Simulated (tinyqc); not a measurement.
G0W0 on RHF in the sto-6g basis, for H2O, spin multiplicity 1, step by step. One step of it, computed by the program tinyqc.

Problem. Screening: direct RPA. With D = e_a - e_i and K = (ia|jb): diagonalise D^(1/2) (D + 4K) D^(1/2) = Z w^2 Z^T; X + Y = D^(1/2) Z w^(-1/2), each column of Z with its largest component positive (the first on a tie); E_c = (sum w - tr (D + 2K)) / 2.

orbital energies (hartree): MO1 -20.505719, MO2 -1.315438, MO3 -0.643068, MO4 -0.479555, MO5 -0.406531, MO6 0.664228, MO7 0.785760

Two-electron integrals over orbitals (pq|rs), unique and non-zero (hartree):
```
(11|11) 4.760817    (21|11) -0.421597   (21|21) 0.060761    (22|11) 1.015980
(22|21) -0.012748   (22|22) 0.740377    (31|31) 0.011808    (32|31) 0.018448
(32|32) 0.148218    (33|11) 0.824177    (33|21) -0.004055   (33|22) 0.662623
(33|33) 0.653316    (41|11) 0.201564    (41|21) -0.025203   (41|22) 0.018319
(41|33) 0.006680    (41|41) 0.030831    (42|11) -0.127482   (42|21) 0.010511
(42|22) 0.015816    (42|33) 0.007152    (42|41) 0.017830    (42|42) 0.119404
(43|31) -0.004207   (43|32) 0.014414    (43|43) 0.046083    (44|11) 1.020931
(44|21) -0.014631   (44|22) 0.678417    (44|33) 0.614011    (44|41) -0.012225
(44|42) -0.104616   (44|44) 0.807343    (51|51) 0.026741    (52|51) 0.032028
(52|52) 0.142862    (53|53) 0.030214    (54|51) -0.014323   (54|52) -0.048806
(54|54) 0.059103    (55|11) 1.117074    (55|21) -0.011072   (55|22) 0.748942
(55|33) 0.643772    (55|41) 0.004979    (55|42) -0.065072   (55|44) 0.739351
(55|55) 0.880663    (61|11) -0.264875   (61|21) 0.041495    (61|22) -0.000207
(61|33) 0.000384    (61|41) -0.003467   (61|42) 0.020899    (61|44) -0.021074
(61|55) -0.006138   (61|61) 0.037676    (62|11) 0.334965    (62|21) -0.007576
(62|22) 0.149962    (62|33) 0.084044    (62|41) 0.019489    (62|42) 0.016705
(62|44) 0.095822    (62|55) 0.165214    (62|61) 0.005718    (62|62) 0.106944
(63|31) 0.003752    (63|32) -0.036108   (63|43) -0.024404   (63|63) 0.065496
(64|11) 0.199242    (64|21) -0.001180   (64|22) 0.084591    (64|33) 0.041755
(64|41) 0.001561    (64|42) -0.030309   (64|44) 0.117188    (64|55) 0.105528
(64|61) 0.000191    (64|62) 0.058802    (64|64) 0.062122    (65|51) 0.016518
(65|52) 0.060727    (65|54) -0.004329   (65|65) 0.040149    (66|11) 0.834493
(66|21) -0.007513   (66|22) 0.631807    (66|33) 0.584232    (66|41) 0.022889
(66|42) 0.060484    (66|44) 0.556694    (66|55) 0.599998    (66|61) 0.008106
(66|62) 0.103581    (66|64) 0.041376    (66|66) 0.610823    (71|31) 0.016222
(71|32) 0.023375    (71|43) -0.006012   (71|63) 0.004680    (71|71) 0.022359
(72|31) 0.013445    (72|32) 0.033627    (72|43) -0.036331   (72|63) 0.037157
(72|71) 0.017476    (72|72) 0.059265    (73|11) 0.358161    (73|21) -0.007638
(73|22) 0.126177    (73|33) 0.091261    (73|41) -0.001352   (73|42) -0.078104
(73|44) 0.162507    (73|55) 0.183371    (73|61) -0.007587   (73|62) 0.078949
(73|64) 0.072740    (73|66) 0.035918    (73|73) 0.151668    (74|31) -0.010515
(74|32) -0.079611   (74|43) 0.007677    (74|63) 0.039687    (74|71) -0.014030
(74|72) -0.015429   (74|74) 0.070190    (75|53) 0.023427    (75|75) 0.023604
(76|31) 0.009785    (76|32) 0.099961    (76|43) 0.041544    (76|63) -0.059527
(76|71) 0.012465    (76|72) -0.013793   (76|74) -0.057819   (76|76) 0.113958
(77|11) 0.873586    (77|21) -0.009022   (77|22) 0.631566    (77|33) 0.623325
(77|41) 0.004250    (77|42) -0.009117   (77|44) 0.615841    (77|55) 0.627923
(77|61) -0.005272   (77|62) 0.072007    (77|64) 0.035436    (77|66) 0.576828
(77|73) 0.086219    (77|77) 0.627086
```

Give: D^(1/2) (D + 4K) D^(1/2); excitation energies w; X + Y; RPA correlation energy.

Solution.

D^(1/2) (D + 4K) D^(1/2) (hartree^2):
```
          1>6       1>7     2>6      2>7     3>6      3>7     4>6      4>7
1>6  451.3570    0.0000  0.1481   0.0000  0.0000  -0.1669  0.0037   0.0000
1>7    0.0000  455.2313  0.0000   0.4676  0.0988   0.0000  0.0000  -0.2913
2>6    0.1481    0.0000  4.7659   0.0000  0.0000   0.5311  0.3539   0.0000
2>7    0.0000    0.4676  0.0000   4.9131  0.2463   0.0000  0.0000  -0.1006
3>6    0.0000    0.0988  0.0000   0.2463  2.0515   0.0000  0.0000   0.2042
3>7   -0.1669    0.0000  0.5311   0.0000  0.0000   2.9084  0.3720   0.0000
4>6    0.0037    0.0000  0.3539   0.0000  0.0000   0.3720  1.5925   0.0000
4>7    0.0000   -0.2913  0.0000  -0.1006  0.2042   0.0000  0.0000   1.9563
5>6    0.0000    0.0000  0.0000   0.0000  0.0000   0.0000  0.0000   0.0000
5>7    0.0000    0.0000  0.0000   0.0000  0.0000   0.0000  0.0000   0.0000

        5>6     5>7
1>6  0.0000  0.0000
1>7  0.0000  0.0000
2>6  0.0000  0.0000
2>7  0.0000  0.0000
3>6  0.0000  0.0000
3>7  0.0000  0.0000
4>6  0.0000  0.0000
4>7  0.0000  0.0000
5>6  1.3185  0.0000
5>7  0.0000  1.5341
```

excitation energies w (hartree): [1.1483, 1.2168, 1.2386, 1.3329, 1.4858, 1.6798, 2.2217, 2.2281, 21.2452, 21.3362]

X + Y:
```
          1        2       3        4        5        6        7        8
1>6  0.0000  -0.0003  0.0000   0.0000   0.0000   0.0016   0.0000  -0.0007
1>7  0.0000   0.0000  0.0000   0.0022   0.0011   0.0000  -0.0033   0.0000
2>6  0.0000  -0.0865  0.0000   0.0000   0.0000  -0.3168   0.0000   0.8993
2>7  0.0000   0.0000  0.0000   0.0936  -0.0547   0.0000   0.9688   0.0000
3>6  0.0000   0.0000  0.0000  -0.6309   0.7188   0.0000   0.0637   0.0000
3>7  0.0000  -0.2469  0.0000   0.0000   0.0000   0.8628   0.0000   0.2162
4>6  0.0000   0.9418  0.0000   0.0000   0.0000   0.1642   0.0000   0.0931
4>7  0.0000   0.0000  0.0000   0.7475   0.5914   0.0000  -0.0210   0.0000
5>6  0.9657   0.0000  0.0000   0.0000   0.0000   0.0000   0.0000   0.0000
5>7  0.0000   0.0000  0.9811   0.0000   0.0000   0.0000   0.0000   0.0000

           9       10
1>6   0.9982   0.0000
1>7   0.0000   0.9990
2>6   0.0001   0.0000
2>7   0.0000   0.0003
3>6   0.0000   0.0001
3>7  -0.0001   0.0000
4>6   0.0000   0.0000
4>7   0.0000  -0.0002
5>6   0.0000   0.0000
5>7   0.0000   0.0000
```

RPA correlation energy = -0.048120 hartree
